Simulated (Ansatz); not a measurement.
# BH₂+ (singlet): from Hartree-Fock to the top rungs, aug-cc-pVDZ

One table from this session's results is given with a row withheld; the runs are named, their logs left out.

Program: Ansatz 0.2.0, Gaussian basis. Level of theory: aug-cc-pVDZ, core rule «outside noble gas», up to 1 orbitals frozen. These are calculated values, not measurements.

The runs, in order: UHF; CCSD(T) on RHF; BCCD(T) on RHF; CISD; CCSDT(Q) on RHF; CASSCF and MRCISD+Q, 4 electrons in 6 orbitals; CASSCF and MRCISD+Q(relaxed), 4 electrons in 6 orbitals; CASSCF and NEVPT2, 4 electrons in 6 orbitals; Full CI.

35 further runs of the same task are left out: 17 that didn't finish, 18 set aside as unsound or not needed.

### What is computed

The geometry is a PBE0/def2-TZVP stationary point (not a proven minimum) of the parent state, kept for this charge and spin.

3 atoms, charge 1, spin multiplicity 1.

Atoms are counted from 1 here; the program's logs count them from 0.

Bond lengths: B1–H2 1.191 Å, B1–H3 1.191 Å. Angles: H2–B1–H3 129.4°.

Coordinates:

```xyz
3

B     0.00000   -0.08001    0.00000
H     0.00000    0.42907   -1.07701
H     0.00000    0.42907    1.07701
```

The first run:

Input file in.yaml:

```yaml
crystal:
  periodic: [false, false, false]
  atoms:
    - {symbol: B, position_ang: [0.000000, -0.080006, 0.000000]}
    - {symbol: H, position_ang: [0.000000, 0.429067, -1.077008]}
    - {symbol: H, position_ang: [0.000000, 0.429067, 1.077008]}
basis:
  gaussian: {orbitals: aug-cc-pVDZ}
total_charge: 1
magnetization: {spin_polarized: true, initial_magnetization: 0}
hamiltonian: {xc: hf}
output: {orbitals: {seedname: orbitals}}
```

Run with:

```
$ ansatz run in.yaml --threads 1 --pin off --events-out ev --progress --plain --max-ram 2393MiB
```

Among the steps run: UHF; CCSD(T) on RHF; BCCD(T) on RHF; CISD; CCSDT(Q) on RHF; CASSCF and MRCISD+Q, 4 electrons in 6 orbitals; CASSCF and MRCISD+Q(relaxed), 4 electrons in 6 orbitals; CASSCF and NEVPT2, 4 electrons in 6 orbitals; Full CI.

One table of the session follows, with a row left open; its other results are not shown here.

It belongs to the step «Misses and costs». 

```
                   method  from FCI (kJ/mol)
                      RHF             +205.7
                     RMP2              +52.3
                     CISD                  ?
                    RCCSD               +2.8
                 RCCSD(T)               +0.7
                  BCCD(T)               +0.7
                   RCCSDT                0.0
                RCCSDT(Q)                0.0
           CASSCF valence              +85.8
           NEVPT2 valence              +21.3
           MRCISD valence               +1.0
         MRCISD+Q valence               -0.3
MRCISD+Q(relaxed) valence               -1.0
                      FCI                  0
```

**Question.** Estimate the row for CISD.

The run gave: from FCI (kJ/mol): +6.2. In the column «from FCI (kJ/mol)» it lies between RCCSD (+2.8) and NEVPT2 valence (+21.3).

Caveats from the session: MRCISD+Q valence, MRCISD+Q(relaxed) valence fall below full CI: the +Q correction isn't variational, and the cores differ from full CI's.
